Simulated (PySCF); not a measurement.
# Magnetic susceptibility: SMILES C=C[C@@H]1C[P@@H+]1P, [C₄H₉P₂]+, charge +1

Geometry (Å), atoms numbered from 1 in this order:
```xyz
15

C    -1.7746    0.8929    0.4354
C    -1.4017    0.6905   -0.8205
C    -0.4546   -0.3428   -1.2824
C    -0.0330   -1.5177   -0.4196
P     1.2850   -0.2930   -0.6461
P     1.6545    0.8181    1.1706
H    -1.4202    0.2998    1.2634
H    -2.4877    1.6597    0.6800
H    -1.8067    1.3087   -1.6089
H    -0.5051   -0.5387   -2.3506
H     0.0678   -2.4767   -0.9137
H    -0.4723   -1.5898    0.5678
H     2.1741   -0.8402   -1.5601
H     2.8250    0.0964    1.4536
H     2.3450    1.8408    0.5034
```

Total charge +1.

The calculation used GIAO BHandHLYP/pcSseg-1 magnetisability, rotational g tensor and spin-rotation constants, non-relativistic, gas phase (PySCF). Geometry: GFN2-xTB.

For an ion the centre-of-mass motion in the field is neglected.

Problem. How diamagnetic is it, and how anisotropic?

Solution. Isotropic -1373 × 10⁻³⁰ J/T², or -82.7 × 10⁻⁶ cm³/mol; principal values -1503, -1406, -1212 × 10⁻³⁰ J/T², anisotropy 257 × 10⁻³⁰ J/T² (root of half the summed squared differences of the principal values). The susceptibility is in cgs units.

Problem. Split it along the inertial axes a, b, c into diamagnetic and paramagnetic parts about the centre of mass, with the quadrupole moment.

Solution. 
```tsv
axis	χ (10⁻⁶ cm³/mol)	diamagnetic (10⁻⁶ cm³/mol)	paramagnetic (10⁻⁶ cm³/mol)	summed x² of all electrons (Å²)	quadrupole Θ (D Å)
a	-83.1	-492.7	409.5	137.9	+5.95
b	-87.8	-717.3	629.5	84.9	+2.21
c	-77.2	-945.1	868.0	31.2	-8.16
```
Anisotropies 2χaa − χbb − χcc = -1.3 and 2χbb − χaa − χcc = -15.3 × 10⁻⁶ cm³/mol. Θ is traceless in Buckingham's convention.

Problem. And the rotational g tensor?

Solution. 
```
axis  rotational constant (GHz)        g  nuclear part  electronic part
   a                     3.0762  +0.0115        0.6034          -0.5918
   b                     1.9030  +0.0133        0.5761          -0.5628
   c                     1.3806  +0.0067        0.5697          -0.5630
```
Asymmetric top; isotopes 12C, 1H, 31P; no vibrational averaging.
